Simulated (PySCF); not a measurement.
BH2F.
Bonds: B1–F2. Hydrogens: H3, H4 on B1.

Theory: core-valence-separated Tamm–Dancoff BHandHLYP/aug-pcX-1 (pcseg-1 on H) in PySCF, non-relativistic, gas phase, PBE0-D3(BJ)/def2-SVP geometry.

Computed boron K-edge spectrum, Gaussian lines of 0.8 eV full width, highest printed point 100; it ends one width below the last computed root. No shift to experiment was applied.

```csv
photon energy (eV),absorption
186.2,2
186.4,8
186.6,24
186.8,55
187.0,88
187.2,100
187.4,80
187.6,46
187.8,18
188.0,5
188.2,1
188.4,0
188.6,0
188.8,0
189.0,0
189.2,0
189.4,0
189.6,0
189.8,0
190.0,0
190.2,0
190.4,0
190.6,0
190.8,0
191.0,0
191.2,0
191.4,0
191.6,1
191.8,4
192.0,9
192.2,15
192.4,18
192.6,19
192.8,20
193.0,25
193.2,30
193.4,29
193.6,23
193.8,16
194.0,10
194.2,7
194.4,6
194.6,4
194.8,3
195.0,5
```

Problem. Assign the maxima to core holes.

Solution. 2 maxima:
- 187.2 eV: B1 (three-coordinate boron), 187.17 eV, f = 0.092, 100 % of the height at the exact maximum
- 193.3 eV: B1 (three-coordinate boron), 193.22 eV, f = 0.022, 77 % of the height at the exact maximum; B1 (three-coordinate boron), 193.65 eV, f = 0.009, 18 % of the height at the exact maximum

Further lines of some strength in the range: B1, 192.38 eV, f = 0.015.

Roots within 0.03 eV on the same or equivalent atoms count as one line; shares under 12 % aren't listed.

Vibrational structure and lifetime widths aren't in the curve. The ionisation threshold wasn't computed; near and above it a finite basis only mimics Rydberg series and continuum.
